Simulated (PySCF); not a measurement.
C3H3FNS (doublet state).
SMILES with atom numbers: `[N:1]#[C:2][C@@H:3]([F:4])[CH:5][SH:6]` (hydrogens: H7 on C3; H8 on C5; H9 on S6)

Structure used (GFN2-xTB), in Å, numbered top down from 1:
```
atom  x, y, z in Å
N1     2.122    1.160   -0.724
C2     1.408    0.493   -0.130
C3     0.423   -0.369    0.514
F4    -0.050    0.242    1.665
C5    -0.671   -0.625   -0.461
S6    -1.863    0.553   -0.821
H7     0.904   -1.309    0.824
H8    -0.522   -1.378   -1.212
H9    -1.738    1.239    0.320
```

The hyperfine couplings belong to this conformer and change with its torsions.

Level of theory: UKS B3LYP, pcH-1 on C F H N S, non-relativistic, mean-field spin-orbit, GIAO (PySCF 2.14.0). Isolated species at its GFN2-xTB geometry (one conformer only). A GFN2-xTB geometry isn't a minimum of the functional, and hyperfine couplings can be far from their values at a DFT geometry.

Problem. How many α and β electrons are there, and what is ⟨S²⟩ of the pure spin state?

Solution. 53 electrons with 2S = 1: 27 α and 26 β; S(S+1) = 0.75.

Mulliken spin populations, one withheld:

```csv
atom,bound to,population
N1,C2,+0.0452
C2,"N1, C3",+0.0093
C3,"C2, F4, C5, H7",-0.0301
F4,C3,+0.0076
C5,"C3, S6, H8",?
S6,"C5, H9",+0.2092
H7,C3,+0.0065
H8,C5,-0.0343
H9,S6,-0.0038
```

Problem. Fill in the missing population.

Solution. The populations add up to Nα − Nβ = 1, and the others sum to 0.2096, so C5 holds +0.790.

Problem. How is the spin shared among the elements?

Solution. Carbon +0.77, sulfur +0.21, nitrogen +0.05, fluorine +0.01, hydrogen -0.03. The positive populations sum to 1.07, the negative ones to -0.07.

Problem. The run gives ⟨S²⟩ = 0.7544. What does that say of the overlap of α and β orbitals, and of the weight of higher spin?

Solution. Σ|⟨iα|jβ⟩|² over occupied orbitals = Nβ − [⟨S²⟩ − S(S+1)] = 26 − 0.0044 = 25.9956. If the quartet state (S + 1) were the only admixture, its weight would be 0.0044/(2S + 2) = 0.15 %. For Kohn–Sham this describes the determinant of the orbitals, not the true wave function.

Problem. What Fermi-contact NMR shifts do the couplings of N1, C3, H7, H8, H9 imply at 200 K (Curie law, g = gₑ)?

Solution. δ = a_FC·h·gₑ μB S(S+1)/(3 g_N μN kT), with k/h = 20836.6 MHz/K:

| nuclei | isotope | a_FC (MHz) | g_N | contact shift (ppm) |
| --- | --- | --- | --- | --- |
| N1 | 14N | 1.72 | 0.4038 | +941 |
| C3 | 13C | -24.20 | 1.4048 | -3800 |
| H7 | 1H | 22.88 | 5.5857 | +904 |
| H8 | 1H | -52.39 | 5.5857 | -2069 |
| H9 | 1H | -1.86 | 5.5857 | -74 |

All at the stated temperature.

Time: 27 s of wall time (grids of density and orbitals included); peak memory 0.66 GiB. Hardware: one thread, Arm Neoverse V2 (aarch64), no GPU (shared host).
